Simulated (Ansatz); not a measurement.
`C#[C][AlH2]` + `[AlH2][SH]` → `[AlH2][S][AlH2]` + acetylene at 400 K and 1 bar (ligand exchange at the Al–C bond).

Calculated with Ansatz (gas phase, PBE0-D4/def2-TZVP geometries, no zero-point term in ΔE). CBS: MP2 limit from def2 TZ/QZ plus the TZ coupled-cluster correction, frozen cores. This one scheme is used for every species.

```
          species  CCSD(T)/CBS energy (Eh)  H − E (kJ/mol)  S (J/(mol·K))
    `C#[C][AlH2]`               -319.85078           105.8          296.2
     `[AlH2][SH]`               -641.61836            79.4          287.5
`[AlH2][S][AlH2]`               -884.26538           106.2          352.6
            `C#C`                -77.22717            85.5          213.8
```

H − E and S are ideal-gas, rigid-rotor, harmonic terms from PBE0-D4/def2-TZVP. 1 Eh = 2625.50 kJ/mol, R = 8.31446 J/(mol·K).

By hand: ΔE, ΔH, ΔS and ΔG.

ΔE = (-884.26538) + (-77.22717) − (-319.85078) − (-641.61836) = -0.02341 Eh = -61.5 kJ/mol. Δ(H − E) = 106.2 + 85.5 − 105.8 − 79.4 = 6.5, so ΔH = -55.0 kJ/mol. ΔS = 352.6 + 213.8 − 296.2 − 287.5 = -17.3 J/(mol·K). ΔG = -55.0 − 400 × (-17.3)/1000 = -48.1 kJ/mol.

By hand: the equilibrium constant, and the temperature at which ΔG would vanish if ΔH and ΔS stayed fixed.

log₁₀ K = −ΔG/(RT ln 10) = 6.3. ΔG = 0 at ΔH/ΔS = 3179 K, far beyond where these terms or the molecules hold.

ΔH outweighs TΔS. A doubt of 5 kJ/mol in ΔE shifts log₁₀ K by 0.7 here. These are equilibria of isolated gas molecules and say nothing of rates. Largest T1 diagnostic: 0.013 (customary marks: 0.02 for closed shells, 0.045 for open ones).
